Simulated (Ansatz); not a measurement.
B20 (FeSi-type) FeSi was calculated with PBEsol (plane waves, PAW; Ansatz, a first-principles code).

Run with plane-wave cutoff 520 eV, 8×8×8 k mesh, Fermi–Dirac smearing 0.01 eV, no spin polarisation, scalar-relativistic PAW data made under PBE.

Cell (measured lattice):

FeSi is modelled in the cubic space group P2₁3 (No. 198), Pearson symbol cP8. Conventional cell: a = b = c = 4.487 Å, α = β = γ = 90.00°. Fe on 4a has 4 Si at 2.286–2.341 Å and 3 Si at 2.516 Å and 6 Fe at 2.752 Å. Si on 4a has 4 Fe at 2.286–2.341 Å and 3 Fe at 2.516 Å. (Neighbours: up to the widest gap in distance over summed covalent radii, below 1.35, at either atom; cation-cation and far metal-metal contacts left out.)

Question: Give the computed band gap, smallest direct gap on the k points sampled and Γ–Γ gap.

Answer: 
* **band gap**: 0.11 eV (indirect)
* **smallest direct gap on the k points sampled**: 0.15 eV
* **Γ–Γ gap**: 0.64 eV

Measured, for comparison: band gap 0.05 eV (temperature not stated, no zero-point or thermal correction, indirect, transport; lower end of the printed range; as tabulated in Tomczak (2018), arXiv:1802.07220).

Note: cell and atoms aren't relaxed at this level (largest force component 0.15 eV/Å, pressure -12.5 GPa).

The computed numbers hold no vibrational or temperature effects.
